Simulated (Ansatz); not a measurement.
# B2F (quartet): wave-function methods side by side, def2-TZVPP

The task here is to estimate one member of a computed series from the others.

Method: def2-TZVPP, core rule «outside noble gas», up to 3 orbitals frozen; program: Ansatz 0.2.0, Gaussian basis.

The runs, in order: UHF; ROHF; CCSD(T) on UHF.

2 further runs of the same task are left out: 2 set aside as unsound or not needed.

### The system

The geometry is a PBE0/def2-TZVP stationary point (not a proven minimum) of the parent state, kept for this charge and spin.

3 atoms, charge 0, spin multiplicity 4.

Atoms are counted from 1 here; the program's logs count them from 0.

Bond lengths: B1–B2 1.561 Å, B2–F3 1.282 Å. Angles: B1–B2–F3 164.1°.

Geometry (Å):

```xyz
3
B2F
B     0.0000   -0.0753    1.4546
B     0.0000    0.1301   -0.0932
F     0.0000   -0.0548   -1.3614
```

The first run:

File in.yaml:

```yaml
crystal:
  periodic: [false, false, false]
  atoms:
    - {symbol: B, position_ang: [0.000000, -0.075298, 1.454571]}
    - {symbol: B, position_ang: [0.000000, 0.130064, -0.093193]}
    - {symbol: F, position_ang: [0.000000, -0.054766, -1.361378]}
basis:
  gaussian: {orbitals: def2-TZVPP}
magnetization: {spin_polarized: true, initial_magnetization: 3}
hamiltonian: {xc: hf}
output: {orbitals: {seedname: orbitals}}
```

The run is started by

```console
> ansatz run in.yaml --threads 1 --pin off --events-out ev --progress --plain --max-ram 2560MiB --backend cpu
```

Among the steps run: UHF; ROHF; CCSD(T) on UHF.

One of the session's tables, all rows but one given; the rest of the session is left out.

| method | from UCCSD(T) (kcal/mol) |
| --- | --- |
| ROHF | +248.78 |
| UHF | ? |
| UMP2 | +18.69 |
| UCCSD | +8.53 |
| UCCSD(T) | 0 |

**Question.** Estimate the row for UHF.

**Answer.** from UCCSD(T) (kcal/mol): +247.85. In the column «from UCCSD(T) (kcal/mol)» it lies between UMP2 (+18.69) and ROHF (+248.78).
